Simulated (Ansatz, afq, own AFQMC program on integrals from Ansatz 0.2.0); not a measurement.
Where AFQMC and coupled cluster stand for BNH₄, singlet

```yaml
atoms:
  - { symbol: B, position_ang: [0.0000, 0.0000, 0.7672] }
  - { symbol: N, position_ang: [0.0000, 0.0000, -0.6178] }
  - { symbol: H, position_ang: [0.0000, 1.0469, 1.3476] }
  - { symbol: H, position_ang: [0.0000, -1.0469, 1.3476] }
  - { symbol: H, position_ang: [0.0000, 0.8414, -1.1691] }
  - { symbol: H, position_ang: [0.0000, -0.8414, -1.1691] }
```

Connectivity, by distances: BH2–NH2.

Basis 6-31G. Only valence electrons are correlated. AFQMC by an in-house program on the Cholesky factors that Ansatz 0.2.0 writes for its CCSD(T) run. The CISD trial takes its coefficients from CCSD amplitudes. Released means that phaseless walkers are propagated on without the constraint, phases kept. Uncertainties: one standard error, sampling alone.

Determinant: RHF, the one that the program's search chose, which needn't be the lowest solution. The geometry is a point of a scan.

No full CI on the walks' own integrals is used here; CCSDT(Q) serves as the reference and is uncertain by about the last step of the cluster series.

The T1 diagnostic is 0.0169. The weight of the determinant in the CISD state is 0.916 and the size of the correlated space is 12 electrons in 24 orbitals.

Reference: CCSDT(Q), correlation energy -5.237 eV. The released energy is read at 2.40 1/Eh (meV from the phaseless value at times in 1/Eh: 3 ± 7 at 0.24, -9 ± 8 at 0.51, -12 ± 8 at 0.99, 0 ± 5 at 1.62, 7 ± 8 at 2.40).

| level | E − E(reference) (kJ/mol) | share of correlation (%) |
| --- | --- | --- |
| HF | 505.3 | 0.00 |
| MP2 | 70.1 | 86.12 |
| CCSD | 12.0 | 97.63 |
| CCSD(T) | 2.1 | 99.59 |
| CCSDT | 0.9 | 99.82 |
| ph-AFQMC/HF | -8.0 ± 3.2 | 101.58 |
| ph-AFQMC/CISD | -0.2 ± 0.8 | 100.03 |
| released AFQMC | 0.5 ± 0.8 | 99.90 |

A walk keeps the symmetry of its determinant, which the program's search chose and which needn't be the lowest solution, so a lower state of the same spin and another symmetry isn't excluded. Released energies are given only where the last usable release times agree within the noise; a slower fall can still hide under it.
